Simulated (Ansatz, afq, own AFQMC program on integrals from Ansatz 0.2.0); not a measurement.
AlH4⁺, singlet in 6-31G, levels against full CI

```
atom   x (Å)    y (Å)    z (Å)
  Al  0.0000   0.0280  -0.1147
   H  0.0000  -0.3568   1.9264
   H  0.0000   0.4128   1.9264
   H  0.0000   1.5649  -0.3308
   H  0.0000  -2.3704  -0.4520
```

Basis 6-31G. Noble-gas cores (and the filled d shells of Ga–Kr and In–Xe) are frozen. AFQMC by an in-house program on the Cholesky factors that Ansatz 0.2.0 writes for its CCSD(T) run. ph-AFQMC/CISD is guided by a CISD state made of CCSD amplitudes; releasing the constraint for a short imaginary time cuts its bias at the price of noise, slowly where states lie close. ± is one standard error of the sampling.

Determinant: UHF, the one that the program's search chose, which needn't be the lowest solution. The geometry is a point of a scan.

Full CI on the same integrals is exact in this basis and with this determinant's frozen core.

Cautions: strong correlation (T1 0.112, weight of the determinant 0.71, largest double 0.32); unrestricted determinant spin contaminated (⟨S²⟩ 0.60 against 0.00).

The T1 diagnostic is 0.1117, the weight of the determinant in the CISD state is 0.712 and the ⟨S²⟩ of the determinant is 0.598. The size of the correlated space is 6 electrons in 16 orbitals.

Reference: full CI, correlation energy -2.201 eV. The released energy is read at 2.40 1/Eh (meV from the phaseless value at times in 1/Eh: -1.5 ± 2.2 at 0.24, -3.8 ± 2.4 at 0.51, -3.9 ± 1.7 at 0.99, -7.3 ± 1.1 at 1.62, -5.4 ± 1.4 at 2.40). The cautions show a poor starting determinant, so the rows tell how each method copes with it here, and full CI is the sure value.

```tsv
level	E − E(reference) (meV)	share of correlation (%)
HF	2200.7	0.00
MP2	1102.9	49.88
CCSD	80.2	96.35
CCSD(T)	37.6	98.29
CCSDT	4.0	99.82
CCSDT(Q)	1.4	99.93
CCSDTQ	0.0	100.00
ph-AFQMC/HF	4.4 ± 11.9	99.80
ph-AFQMC/CISD	9.7 ± 2.2	99.56
released AFQMC	4.3 ± 1.4	99.80
```

CCSDT and higher add their correlation energy to the determinant of the CCSD(T) run, since their own runs factorise the integrals more tightly (a shift of under 2 meV). A walk keeps the symmetry of its determinant, which the program's search chose and which needn't be the lowest solution, so a lower state of the same spin and another symmetry isn't excluded. Released energies are given only where the last usable release times agree within the noise; a slower fall can still hide under it.
